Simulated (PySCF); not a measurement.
## BS: frontier orbitals

PBE0 at R = 1.609 Å; B def2-TZVP, S def2-TZVP; no relativity (PySCF 2.14). State: ²Π (doublet), unpaired electrons π ↑, a second solution, started from another occupation. Only the outer orbitals are listed, counted within each symmetry.

```
spin  orbital  occ.  ε (eV)  on B (%)         main shells (%)
   α       5σ     1  -22.90        18          79 S s, 10 B s
   α       6σ     1  -13.30        25  59 S p, 21 B s, 14 S s
   α       2π     1  -11.38        13          86 S p, 11 B p
   α       2π     1  -10.15        16          84 S p, 14 B p
   α       7σ     1   -6.39        95          66 B s, 29 B p
   α       3π     0   -1.75        80  81 B p, 10 S p, 10 S d
   α       3π     0   -1.24        79   80 B p, 13 S p, 8 S d
   β       5σ     1  -21.67        20          77 S s, 11 B s
   β       6σ     1  -12.84        24  60 S p, 20 B s, 16 S s
   β       2π     1   -9.79        17          82 S p, 15 B p
   β       7σ     1   -6.32        95          64 B s, 31 B p
   β       2π     0   -6.94        21          79 S p, 19 B p
   β       3π     0   -1.18        78   79 B p, 14 S p, 8 S d
   β       3π     0   -0.85        75          76 B p, 18 S p
```

Question: Which are the highest filled and the lowest empty level, where do they sit, and how wide is the gap?

Answer: Highest filled β 7σ at -6.32 eV (in %: 64 B s, 31 B p); lowest empty β 2π at -6.94 eV (in %: 79 S p, 19 B p); the gap at PBE0 is -0.62 eV.

* bond order (Mayer): 1.54
* ⟨S²⟩: 0.755
* charge on B (Mulliken, basis-dependent): -0.23
* charge on B (Löwdin, basis-dependent): -0.86
* dipole moment (positive dipole means B(−)S(+)): 3.08 D

Counting both spins, an empty level lies below a filled one in this solution, because spin and occupation are held.
